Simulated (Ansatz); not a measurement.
```xyz
2

B    -0.388   -0.502    0.174
N     0.388    0.502   -0.174
```

Charge 0, multiplicity 3.

(1) List the ωB97M-V/def2-TZVPP orbital energies in eV (Ansatz 0.2.0). (Estimate.)

## Answers

(1) Ansatz gave: α occupied: -396.03, -190.29, -26.34, -13.97, -12.62, -11.69, -11.36. α empty: 1.14, 1.59, 3.18, 3.50, 4.86, 5.11, 10.41, 12.22. β occupied: -395.61, -189.87, -24.74, -12.51, -10.94. β empty: -2.96, -2.58, 2.19, 2.51, 3.22, 3.92, 5.65, 5.70. ⟨S²⟩ = 2.003.
